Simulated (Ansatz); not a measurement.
# One shape, several levels: SF4 (SMILES FS(F)(F)F)

We compute a comparison of 6 runs (HF/3-21G, B3LYP/6-31G, PBE0/3-21G, B3LYP/6-31G*, MP2/6-31G*) of SF4. 

The calculation is run with Ansatz 0.2.0.

6 further runs of the same task are left out: 2 for a known fault of the program, 1 that didn't finish, 3 set aside as unsound or not needed.

### Step 1. The system as given

The species is SF4 (5 atoms), meant as a singlet with charge 0. SMILES: `FS(F)(F)F`. Geometry: relaxed at PBE0-D4/def2-TZVP.

Bond lengths: F1–S2 1.553 Å, S2–F3 1.649 Å, S2–F4 1.649 Å, S2–F5 1.553 Å. Angles: F1–S2–F3 87.6°, F1–S2–F4 87.6°, F1–S2–F5 101.3°, F3–S2–F4 172.5°, F3–S2–F5 87.6°, F4–S2–F5 87.6°.

### Step 2. Energy and forces at HF/3-21G (run 1)

Input file input.yaml:

```yaml
crystal:
  periodic: [false, false, false]
  atoms:
    - {symbol: F, position_ang: [-0.561200, -0.228000, 1.172800]}
    - {symbol: S, position_ang: [0.064000, -0.357400, -0.243000]}
    - {symbol: F, position_ang: [1.536700, -0.462000, 0.491400]}
    - {symbol: F, position_ang: [-1.440100, -0.077300, -0.858200]}
    - {symbol: F, position_ang: [0.400600, 1.124600, -0.563100]}
basis:
  gaussian:
    orbitals: 3-21G.json
accuracy: high
output: {forces: true, orbitals: {seedname: orbitals}}
hamiltonian:
  xc: hf
```

The basis set 3-21G is read from a file made from the Basis Set Exchange's data (not shown).

Run with:

```console
ansatz run input.yaml --threads 1 --pin off --max-ram 2610MiB --events-out events.jsonl --progress --plain --runs-dir runs
```

Output:

```text
Warning: RAYON_NUM_THREADS=1 ignored (pool sized by the plan → 1); use --threads N
Functional definition: HF
  name "HF"
  exchange = exact_x
  correlation = 0
1015 factors; integrals over basis functions are off by at most 6.1e-9 eV
mean field evaluation 1: about -21518.1634 eV, gradient 4.6e1 eV
mean field evaluation 2: about -21518.6405 eV, gradient 4.7e1 eV
mean field evaluation 4: about -21523.2214 eV, gradient 2.5e0 eV
mean field evaluation 8: about -21523.2793 eV, gradient 2.6e-1 eV
mean field evaluation 16: about -21523.2797 eV, gradient 1.6e-8 eV
mean field -21523.27969463 eV, -790.9659397746 hartree, gradient 2.2e-8 eV, S^2 0.000000; 0 other end points of the search recorded, 0 dependent functions left out
the calculation of the forces begins
reference -21523.27969463 eV, -790.9659397746 hartree; 26, 26 occupied and 23, 23 virtual orbitals, 1015 factors
Total energy: -21523.27969463 eV, -790.9659397746 hartree
Atom 0 at    -0.561200    -0.228000     1.172800 Å, force    -1.125854     0.204673     2.542266 eV/Å
Atom 1 at     0.064000    -0.357400    -0.243000 Å, force     0.685792    -3.837355    -2.609974 eV/Å
Atom 2 at     1.536700    -0.462000     0.491400 Å, force     1.087965     0.338118     0.866563 eV/Å
Atom 3 at    -1.440100    -0.077300    -0.858200 Å, force    -1.262871     0.641478    -0.199498 eV/Å
Atom 4 at     0.400600     1.124600    -0.563100 Å, force     0.614969     2.653087    -0.599358 eV/Å
Dipole moment:     0.048137    -0.268540    -0.182517 e Å
```

Run time: 0.68 s. Hardware: 1 thread of Arm Neoverse V2, shared host; peak memory 0.11 GiB.

### Step 3. Energy and gradient at B3LYP/6-31G (run 2)

Input file job.yaml:

```yaml
crystal:
  periodic: [false, false, false]
  atoms:
    - symbol: F
      position_ang: [-0.561200, -0.228000, 1.172800]
    - symbol: S
      position_ang: [0.064000, -0.357400, -0.243000]
    - symbol: F
      position_ang: [1.536700, -0.462000, 0.491400]
    - symbol: F
      position_ang: [-1.440100, -0.077300, -0.858200]
    - symbol: F
      position_ang: [0.400600, 1.124600, -0.563100]
basis:
  gaussian:
    orbitals: 6-31G
total_charge: 0
hamiltonian:
  xc: {name: B3LYP}
accuracy: high
output: {forces: true, orbitals: {seedname: orbitals}}
```

Run with:

```console
ansatz run job.yaml --threads 1 --pin off --max-ram 2610MiB --events-out events.jsonl --progress --plain --runs-dir runs
```

Output, cut to the lines that bear on the results:

```text
Warning: RAYON_NUM_THREADS=1 ignored (pool sized by the plan → 1); use --threads N
Functional definition: B3LYP
  name "B3LYP"
[...]
1051 factors; integrals over basis functions are off by at most 3.1e-9 eV
[...]
mean field -21693.49880764 eV, -797.2213767993 hartree, gradient 4.0e-8 eV, S^2 0.000000; 0 other end points of the search recorded, 0 dependent functions left out
[...]
reference -21693.49883285 eV, -797.2213777257 hartree; 26, 26 occupied and 23, 23 virtual orbitals, 1051 factors
Total energy: -21693.49883285 eV, -797.2213777257 hartree
Atom 0 at    -0.561200    -0.228000     1.172800 Å, force    -2.910952     0.482887     6.558637 eV/Å
Atom 1 at     0.064000    -0.357400    -0.243000 Å, force     1.436432    -8.030146    -5.460739 eV/Å
Atom 2 at     1.536700    -0.462000     0.491400 Å, force     4.296908    -0.204677     2.221398 eV/Å
Atom 3 at    -1.440100    -0.077300    -0.858200 Å, force    -4.424473     0.921992    -1.732881 eV/Å
Atom 4 at     0.400600     1.124600    -0.563100 Å, force     1.602085     6.829944    -1.586415 eV/Å
Dipole moment:     0.037330    -0.208215    -0.141515 e Å
```

It took 4.5 s on 1 thread of Arm Neoverse V2, shared host; peak memory 0.15 GiB.

Runs 3 to 4 aren't shown in full; the table further down has their settings and results.

### Step 4. Energy and gradient at B3LYP/6-31G(d) (Cartesian functions) (run 5)

Input file job.yaml:

```yaml
crystal:
  periodic: [false, false, false]
  atoms:
    - {symbol: F, position_ang: [-0.561200, -0.228000, 1.172800]}
    - {symbol: S, position_ang: [0.064000, -0.357400, -0.243000]}
    - {symbol: F, position_ang: [1.536700, -0.462000, 0.491400]}
    - {symbol: F, position_ang: [-1.440100, -0.077300, -0.858200]}
    - {symbol: F, position_ang: [0.400600, 1.124600, -0.563100]}
basis:
  gaussian:
    orbitals: "6-31G*"
hamiltonian:
  xc: {name: B3LYP}
accuracy: high
output: {forces: true, orbitals: {seedname: orbitals}}
```

Run with:

```console
ansatz run job.yaml --threads 1 --pin off --max-ram 2610MiB --events-out events.jsonl --progress --plain --runs-dir runs
```

Output, cut to the lines that bear on the results:

```text
Warning: RAYON_NUM_THREADS=1 ignored (pool sized by the plan → 1); use --threads N
[... 2 set-up lines as earlier in the session ...]
[...]
1649 factors; integrals over basis functions are off by at most 3.4e-9 eV
[...]
mean field -21699.89787563 eV, -797.4565382102 hartree, gradient 6.2e-8 eV, S^2 0.000000; 0 other end points of the search recorded, 0 dependent functions left out
[...]
reference -21699.89790056 eV, -797.4565391264 hartree; 26, 26 occupied and 53, 53 virtual orbitals, 1649 factors
Total energy: -21699.89790056 eV, -797.4565391264 hartree
Atom 0 at    -0.561200    -0.228000     1.172800 Å, force    -0.635125     0.106339     1.431855 eV/Å
Atom 1 at     0.064000    -0.357400    -0.243000 Å, force     0.300314    -1.682579    -1.144822 eV/Å
Atom 2 at     1.536700    -0.462000     0.491400 Å, force     0.739219    -0.053966     0.367847 eV/Å
Atom 3 at    -1.440100    -0.077300    -0.858200 Å, force    -0.754167     0.138629    -0.309435 eV/Å
Atom 4 at     0.400600     1.124600    -0.563100 Å, force     0.349759     1.491577    -0.345445 eV/Å
Dipole moment:     0.019831    -0.110461    -0.075052 e Å
```

Wall time 7.2 s (1 thread of Arm Neoverse V2, shared host); peak memory 0.24 GiB.

### Step 5. Energy and forces at MP2/6-31G(d) (spherical functions) (run 6)

Input file run.yaml:

```yaml
crystal:
  periodic: [false, false, false]
  atoms:
    - {symbol: F, position_ang: [-0.561200, -0.228000, 1.172800]}
    - {symbol: S, position_ang: [0.064000, -0.357400, -0.243000]}
    - {symbol: F, position_ang: [1.536700, -0.462000, 0.491400]}
    - {symbol: F, position_ang: [-1.440100, -0.077300, -0.858200]}
    - {symbol: F, position_ang: [0.400600, 1.124600, -0.563100]}
basis:
  gaussian:
    orbitals: 6-31G_st_-spherical.json
correlation:
  method: mp2
  frozen_orbitals: {F: 1, S: 5}
accuracy: high
output:
  forces: true
  orbitals: {seedname: orbitals}
```

The basis set 6-31G* is read from a file made from the Basis Set Exchange's data (not shown).

Run with:

```console
ansatz run run.yaml --threads 1 --pin off --max-ram 2610MiB --events-out events.jsonl --progress --plain --runs-dir runs
```

Output, cut to the lines that bear on the results:

```text
Warning: RAYON_NUM_THREADS=1 ignored (pool sized by the plan → 1); use --threads N
[... 2 set-up lines as earlier in the session ...]
[...]
1628 factors; integrals over basis functions are off by at most 3.6e-9 eV
[...]
mean field -21636.74952044 eV, -795.1358789607 hartree, gradient 2.3e-8 eV, S^2 0.000000; 0 other end points of the search recorded, 0 dependent functions left out
9 core orbitals not correlated: weight in the atoms' cores, before any rotation towards them, 1.000 or more for the frozen orbitals, at most 0.000 for the correlated occupied ones
reference -21636.74952044 eV, -795.1358789607 hartree; 17, 17 occupied and 48, 48 virtual orbitals, 1628 factors
second order -22.87053397 eV of doubles, -0.00000000 eV of singles
[...]
Total energy: -21659.62005441 eV, -795.9763555818 hartree
Atom 0 at    -0.561200    -0.228000     1.172800 Å, force    -0.582408     0.101003     1.314090 eV/Å
Atom 1 at     0.064000    -0.357400    -0.243000 Å, force     0.286000    -1.602917    -1.090692 eV/Å
Atom 2 at     1.536700    -0.462000     0.491400 Å, force     0.605960    -0.013654     0.325445 eV/Å
Atom 3 at    -1.440100    -0.077300    -0.858200 Å, force    -0.629361     0.145574    -0.234847 eV/Å
Atom 4 at     0.400600     1.124600    -0.563100 Å, force     0.319809     1.369994    -0.313995 eV/Å
Dipole moment:     0.022525    -0.125490    -0.085268 e Å
```

Wall time 5.4 s (1 thread of Arm Neoverse V2, shared host); peak memory 0.22 GiB.

### Step 6. All runs side by side

```
run                               level  Cartesian functions  frozen core orbitals  energy (Eh)  dipole moment (D)  HOMO energy (eV)  LUMO energy (eV)  wall time
  1                            HF/3-21G                   no                     –  -790.965940               1.58            -13.25              2.44     0.68 s
  2                         B3LYP/6-31G                   no                     –  -797.221378               1.22             -9.57             -2.59      4.5 s
  3                          PBE0/3-21G                   no                     –  -792.714817               1.08             -8.86             -1.31      3.3 s
  4  B3LYP/6-31G* (spherical functions)                   no                     –  -797.450007               0.65             -9.07             -1.67      6.9 s
  5  B3LYP/6-31G* (Cartesian functions)                  yes                     –  -797.456539               0.65             -9.08             -1.70      7.2 s
  6    MP2/6-31G* (spherical functions)                   no                     9  -795.976356               0.74            -13.63              2.54      5.4 s
```

### Step 7. What came out

| quantity | value |
| --- | --- |
| run 6: total energy | -795.97636 Eh |
| run 6: dipole moment (correlated density) | 0.74 D |
| run 6: HOMO energy (Hartree–Fock orbitals) | -13.63 eV |
| run 6: LUMO energy (Hartree–Fock orbitals) | 2.54 eV |
| run 6: HOMO–LUMO gap (Hartree–Fock orbitals) | 16.16 eV |
| run 6: correlation energy (9 core orbitals frozen) | -840.5 mEh |
| run 6: largest force on an atom | 1.960 eV/Å |

**Reading.** The dipole moment (its size) runs from 0.65 D (B3LYP/6-31G*) to 1.58 D (HF/3-21G). The two ends differ in method and basis. Over runs 1, 2, 3, 4, 5 the HOMO–LUMO gap runs from 6.98 eV (B3LYP/6-31G) to 15.69 eV (HF/3-21G). Totals of different functionals can't be ranked against each other. All runs together took 28 s, the longest 7.2 s.
